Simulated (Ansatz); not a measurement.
bcc Fe was calculated with PBE-D3(BJ) (PAW; Ansatz, a program for electronic structure).

Run with plane-wave cutoff 500 eV, 36×36×36 k mesh, Fermi–Dirac smearing 0.1 eV, spin-polarised with parallel moments, scalar-relativistic PAW data made under PBE.

Cell (relaxed at this level):

```xyz
1
Lattice="-1.4033 1.4033 1.4033 1.4033 -1.4033 1.4033 1.4033 1.4033 -1.4033" Properties=species:S:1:pos:R:3 pbc="T T T"
Fe     0.0000     0.0000     0.0000
```

Task: What does this level give for the magnetic moment per atom (the cell's total over its atoms)?

Result: 
magnetic moment per atom (the cell's total over its atoms): 2.12 μB

Moments are spin moments.

Cost on a shared machine: around 6 core-minutes (rough).
